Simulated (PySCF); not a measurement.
Molecule: CH2=CHCHFCH3 (SMILES C=C[C@H](C)F).

Atoms are numbered as in `[CH2:1]=[CH:2][C@H:3]([CH3:4])[F:5]`; H(Xn) means a hydrogen on atom n. Ha(C1) is cis to C3; Hb(C1) is trans to C3.

Geometry PBE0-D3(BJ)/def2-SVP throughout; GIAO in PySCF 2.14.0 with density-fitted response routines, gas phase, one conformer, non-relativistic; equivalent atoms averaged; functional PBE0.

**Question.** How do the shifts δ (against TMS, CFCl3 at the same level) depend on the basis set? (a selection of nuclei; ppm; last column core-seconds on shared hosts with different chips, so compare them loosely)

**Answer.** 
```tsv
basis set	functions	C2	C1	C3	C4	F5	Ha(C1)	H(C2)	H(C3)	H(C4)	core-s
STO-3G	32	112.9	103.7	63.8	19.6	-136.9	5.36	5.33	2.44	0.95	2.7
6-31G	59	135.0	113.3	84.1	22.7	-221.8	6.16	6.18	5.18	1.43	5.1
pcSseg-0	59	149.9	128.3	91.9	25.6	-238.3	6.06	5.93	5.23	1.61	6.2
6-31G*	84	132.5	110.6	83.2	21.7	-203.4	5.63	5.87	5.14	1.23	6.4
def2-SVP	105	137.9	113.6	84.4	21.3	-189.9	5.68	5.77	4.88	1.13	8.2
cc-pVDZ	105	139.7	114.1	86.2	22.9	-196.5	5.74	5.87	4.95	1.18	13
pcSseg-1	120	147.1	120.6	89.4	23.2	-211.2	5.84	5.92	5.02	1.31	11
6-311+G(2d,p)	177	145.6	117.1	88.5	22.1	-209.3	5.77	6.11	5.11	1.24	17
aug-cc-pVDZ	178	139.9	112.9	86.3	22.0	-196.3	5.87	6.25	5.18	1.32	26
def2-TZVP	197	147.2	118.2	90.8	22.6	-205.3	5.76	6.16	5.10	1.24	20
IGLO-III	245	150.8	121.2	92.0	23.2	-208.4	5.78	6.14	5.15	1.25	38
cc-pVTZ	248	145.6	117.6	89.5	22.5	-202.6	5.75	6.13	5.08	1.24	41
pcSseg-2	278	152.0	122.3	92.9	23.6	-207.3	5.80	6.18	5.10	1.25	28
```

**Question.** Which nucleus among those listed moves most, in ppm?

**Answer.** F5 (fluorine on an sp3 carbon): from -238.3 ppm with pcSseg-0 to -136.9 ppm with STO-3G. The smallest spread is 0.66 ppm, at H(C4). Proton shifts span only some 12 ppm, so a few tenths of a ppm matter as much there as several ppm in carbon.

**Question.** Taking the largest basis, pcSseg-2 (278 functions), as the yardstick, rank the others by their worst heavy-atom deviation.

**Answer.** IGLO-III 1.2 ppm (245 functions), def2-TZVP 4.8 ppm (197 functions), pcSseg-1 4.9 ppm (120 functions), cc-pVTZ 6.4 ppm (248 functions), 6-311+G(2d,p) 6.4 ppm (177 functions), aug-cc-pVDZ 12.1 ppm (178 functions), cc-pVDZ 12.3 ppm (105 functions), 6-31G 17.0 ppm (59 functions), def2-SVP 17.4 ppm (105 functions), 6-31G* 19.4 ppm (84 functions), pcSseg-0 31.0 ppm (59 functions), STO-3G 70.4 ppm (32 functions).

A small basis that lands close on one nucleus may do so by chance; judge by the trend and by all nuclei.
